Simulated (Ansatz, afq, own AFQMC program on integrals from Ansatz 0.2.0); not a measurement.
Integrals from Ansatz 0.2.0, then the random walk in our own AFQMC program (afq).

```yaml
crystal:
  periodic: [false, false, false]
  atoms:
    - {symbol: Si, position_ang: [0.000000, 0.000000, 0.000000]}
    - {symbol: P, position_ang: [0.000000, 0.000000, 2.628000]}
basis:
  gaussian: {orbitals: 6-31G}
magnetization: {spin_polarized: false, initial_magnetization: 3}
correlation: {method: ccsd_t, electrons: outside_noble_gas, hamiltonian_folder: ham}
```

```sh
$ ansatz run in.yaml --threads 1 --pin off --events-out ev --progress --plain --max-ram 16896MiB --backend cuda --devices 0, --max-vram 18GiB
```

Options of the walk:

```
--method phaseless --trial cisd --walkers 4000 --populations 20 --least-time 60 --time-step 0.005 --steps-per-block 50 --equilibration-blocks 28 --max-blocks 4000 --target-error 0.00018 --factor-cut 1e-05 --start spin_pure --seed 3137 --release-times 0.24,0.51,0.99,1.62,2.4 --release-step 0.03 --release-every 3 --taylor-order 6
```

Times are imaginary, in 1/Eh. The walk had a cap of 122 s. With eight or more populations the least sampling time is a fifth of least-time, and the error comes from their spread.

afq prints:

```
orbitals 16  electrons 6 3  factors 83 of 280
reference energy -629.50405664 Eh
CCSD correlation -0.07507964 Eh in 15 cycles, weight of the determinant in the CISD state 0.8959
energy of the start -629.579136 Eh
 block  time / (1/Eh)  mean weight  energy / Eh
     1     0.250  1.0000  -629.578730
     2     0.500  0.9999  -629.578741
     3     0.750  1.0000  -629.578923
     4     1.000  1.0000  -629.579212
     5     1.250  1.0001  -629.579450
    12     3.000  1.0000  -629.580841
    19     4.750  0.9999  -629.581223
    26     6.500  0.9998  -629.581183
    33     8.250  1.0000  -629.581264
    34     8.500  1.0000  -629.582452
    40    10.000  0.9997  -629.581140
    47    11.750  1.0001  -629.581617
    54    13.500  1.0000  -629.581329
    61    15.250  1.0001  -629.581335
    68    17.000  1.0002  -629.581300
    75    18.750  1.0001  -629.581228
    76    19.000  1.0001  -629.580927
    78    19.500  0.9999  -629.581465
error from the spread of 20 populations
released: time / (1/Eh)  energy / Eh  error  mean overlap
  0.24  -629.581358  0.000071  1.0015
  0.51  -629.581469  0.000062  0.9992
  0.99  -629.581536  0.000044  0.9995
  1.62  -629.581630  0.000040  0.9980
  2.40  -629.581605  0.000044  0.9998
energy -629.581341 +/- 0.000073 Eh
(rows thinned)
```

The run passed its tests (sampling time, drift between the halves within three errors, error under three times the target), which doesn't prove that it has relaxed.

Against this walk (error 2.0 meV) on the same determinant: CCSD(T) 12.8 meV higher, CCSDT(Q) 13.3 meV lower, CCSDTQ 14.4 meV lower, full CI 14.6 meV lower. The error is statistical and leaves out the bias of the constraint. Released to 2.40 1/Eh the energy lies 7.2 ± 2.3 meV (both errors) below the phaseless value, which shows part or all of the bias of the constraint, and full CI lies 7.4 meV below the released value. Full CI is exact here, so the walk's 15 meV above it is the walk's own error: the bias of the constraint with this trial.

Cautions: constraint bias not in the error; lower spins were not checked.

The walk took 17 s on 1 × NVIDIA H100 80GB HBM3 with 2 threads of AMD EPYC 7R13 Processor (Zen 3), with other jobs on the host (the card was shared). The log's last line is the phaseless energy.

CCSDT and higher add their correlation energy to the determinant of the CCSD(T) run, since their own runs factorise the integrals more tightly (a shift of under 2 meV). A walk keeps the symmetry of its determinant, which the program's search chose and which needn't be the lowest solution, so a lower state of the same spin and another symmetry isn't excluded.
